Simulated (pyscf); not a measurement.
Optimised with ωB97X-D3(BJ)/def2-SVP in PySCF.

Question: Estimate the classical barrier height and the reaction energy of Cl–GeH₂–Cl + HCl → Cl–GeH₃ + Cl–Cl at ωB97M-D3(BJ)/def2-TZVP. The step runs on the singlet surface, breaks Cl–Ge, Cl–H and forms Ge–H, Cl–Cl; take the separated reactants as zero.

Answer: ΔE‡ = 5.38 eV, ΔE = +2.50 eV. Zero-point energy shifts the barrier by -0.09 eV. It is a four-centre exchange, with an imaginary mode of 2043i cm⁻¹. From the product side, Cl• + Cl• + Cl–GeH₃ lies, by one bond made or cut, 0.33 eV under this saddle at ωB97M-D3(BJ). The same reactants have a lower exit, to Cl–GeH: [singlet] + HCl + HCl (highest point, the separated products, at +1.81 eV at ωB97M-D3(BJ), against +5.38 eV here). This is the saddle that the search found; another between the same sides may lie lower. One closed-shell reference is unstable to symmetry breaking; treat the single-reference values with care. Elements up to Kr have no core potential and no relativistic terms here.
